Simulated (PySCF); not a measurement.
# J couplings in 1,3-propanediol

Geometry:
```json
{"atom": "O1", "x (Å)": "-1.410", "y (Å)": "1.262", "z (Å)": "0.276"}
{"atom": "C2", "x (Å)": "-1.296", "y (Å)": "0.046", "z (Å)": "-0.417"}
{"atom": "C3", "x (Å)": "0.152", "y (Å)": "-0.293", "z (Å)": "-0.787"}
{"atom": "C4", "x (Å)": "1.009", "y (Å)": "-0.562", "z (Å)": "0.453"}
{"atom": "O5", "x (Å)": "1.111", "y (Å)": "0.558", "z (Å)": "1.308"}
{"atom": "H6", "x (Å)": "-0.804", "y (Å)": "1.218", "z (Å)": "1.032"}
{"atom": "H7", "x (Å)": "-1.719", "y (Å)": "-0.778", "z (Å)": "0.178"}
{"atom": "H8", "x (Å)": "-1.896", "y (Å)": "0.159", "z (Å)": "-1.324"}
{"atom": "H9", "x (Å)": "0.578", "y (Å)": "0.541", "z (Å)": "-1.351"}
{"atom": "H10", "x (Å)": "0.164", "y (Å)": "-1.180", "z (Å)": "-1.421"}
{"atom": "H11", "x (Å)": "0.555", "y (Å)": "-1.347", "z (Å)": "1.061"}
{"atom": "H12", "x (Å)": "2.010", "y (Å)": "-0.898", "z (Å)": "0.145"}
{"atom": "H13", "x (Å)": "1.542", "y (Å)": "1.275", "z (Å)": "0.829"}
```

Method: B3LYP/pcJ-1 (without the spin–dipole term)//GFN2-xTB, PySCF 2.14; isolated molecule, single conformer, non-relativistic. Couplings are averaged over pairs made equivalent by symmetry, fast rotation or ring inversion, so a value needn't be that of the named pair in this geometry, while other rotamers aren't included; one pair stands for each set, and the list holds those of at least 1.5 Hz over up to four bonds, among pairs with at least one C or H atom (others weren't computed).

Isotopes: ¹³C, ¹H, ¹⁷O. Couplings to quadrupolar nuclei such as 17O and 33S are rarely resolved in practice.

```tsv
pair	bonds	J (Hz)
O1, C2	1	20.3
O1, H6	1	-73.2
C2, C3	1	?
C2, H7	1	146.3
C3, H9	1	131.7
O1, H7	2	-8.5
C2, C4	2	?
C2, H6	2	?
C2, H9	2	-2.4
H7, H8	2	-11.8
H9, H10	2	-14.6
O1, H9	3	-2.8
C2, H11	3	7.1
H6, H7	3	?
H7, H9	3	7.5
H7, H10	3	?
```

Problem. Estimate the withheld couplings, with signs.

Solution. 
- ¹J(C2,C3) = 35.0 Hz (bond length 1.533 Å)
- ²J(C2,C4) = -2.1 Hz (angle at C3 112°)
- ²J(C2,H6) = -3.0 Hz (angle at O1 107°)
- ³J(H6,H7) = 8.7 Hz (mean over equivalent pairs that range from 0.6 to 16.8 Hz in this conformer)
- ³J(H7,H10) = 2.4 Hz (mean over equivalent pairs that range from 1.2 to 3.3 Hz in this conformer)
